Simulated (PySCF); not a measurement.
Cyclopropylamine: calculation and literature

Geometry:
```
atom   x (Å)   y (Å)   z (Å)
  N1   1.200   0.534   0.956
  C2   0.224   0.576  -0.092
  C3  -1.120  -0.022   0.136
  C4  -0.194  -0.636  -0.878
  H5   0.996  -0.211   1.610
  H6   2.126   0.365   0.582
  H7   0.236   1.513  -0.640
  H8  -1.995   0.513  -0.210
  H9  -1.270  -0.561   1.065
 H10  -0.430  -0.526  -1.930
 H11   0.272  -1.579  -0.615
```

Measured values that the calculation should reproduce: δ 13C C2 24.0; C3/C4 7.4; δ 1H H7 2.23 ppm (measured; solution, not stated per compound (mostly CDCl3 or CCl4); Pretsch, Buehlmann, Badertscher, Structure Determination of Organic Compounds, 4th ed. (2009)). Coupling constants: 3J(H7,H8) (cis) 6.6 Hz, 3J(H7,H9) (trans) 3.6 Hz, 2J(H8,H9) -4.3 Hz.

[PySCF 2.14.0 with density-fitted response routines: J: B3LYP/pcJ-2 (spin–dipole term only in couplings to heteroatoms); geometry from PBE0-D3(BJ)/def2-TZVP; shielding tensors at wB97X-D/pcSseg-2 (GIAO); relativity neglected; one conformer; equivalent nuclei averaged; isolated molecule]

**Question.** What does the calculation give, and how does it compare?

**Answer.** 
Reference values: measured (solution, not stated per compound (mostly CDCl3 or CCl4); Pretsch, Buehlmann, Badertscher, Structure Determination of Organic Compounds, 4th ed. (2009)).
```tsv
atoms	quantity	reference	computed	computed, scaled
C2	δ 13C	24.0	28.9	25.8
C3/C4	δ 13C	7.4	11.2	9.3
H7	δ 1H	2.23	2.13	2.16
```

Computed shifts are σ(ref) − σ with the named reference compound (TMS for H and C) calculated as an isolated molecule at the same level. The measured values may be among those fitted. Scaled to experiment by linear calibration (H and C: mostly CDCl3 data, vs TMS): 13C (scatter 2.0 ppm rms, 2.1 ppm with the 3 outliers that the fit left out); 1H (scatter 0.16 ppm rms, 0.17 ppm with the 4 outliers that the fit left out). A few per cent of atoms miss by over 2 rms, more outside the fitted compound classes. Hydrogens on heteroatoms aren't scaled, only referred to computed TMS.

Coupling constants in Hz:
| coupling | reference | computed | source |
| --- | --- | --- | --- |
| 3J(H7,H8) cis | 6.6 | 8.2 | measured; solution (compiled); Pretsch, Buehlmann, Badertscher, Structure Determination of Organic Compounds, 4th ed., Springer 2009 |
| 3J(H7,H9) trans | 3.6 | 4.3 | measured; solution (compiled); Pretsch, Buehlmann, Badertscher, Structure Determination of Organic Compounds, 4th ed., Springer 2009 |
| 2J(H8,H9) | -4.3 | -5.9 | measured; solution (compiled); Pretsch, Buehlmann, Badertscher, Structure Determination of Organic Compounds, 4th ed., Springer 2009 |

**Question.** How far are the unscaled 13C shifts from the references?

**Answer.** Mean signed difference +4.35 ppm, mean absolute 4.35 ppm over 2 comparisons; the largest is +4.9 ppm at C2 (three-membered-ring carbon).

6 of the 11 published NMR values on file for this molecule are compared.
